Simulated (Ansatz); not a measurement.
Series: binary hydrides. Gas-phase values, no solvent. Strings in code marks are SMILES.

Quantity: vertical ionisation energy (energy after one electron is removed minus that of the parent at the parent's geometry), in eV.

A: `[SnH4]`
B: `C`
C: `N`
D: `[BiH3]`
E: `[SiH4]`

Problem. Order them by vertical ionisation energy (energy after one electron is removed minus that of the parent at the parent's geometry) (lowest first) at the level frozen-core CCSD(T)/def2-TZVPP // PBE0-D3(BJ)/def2-TZVP (Ansatz, a quantum-chemistry and plane-wave program).

Solution. D (10.04 eV), C (10.78 eV), A (11.71 eV), E (12.78 eV), B (14.36 eV)
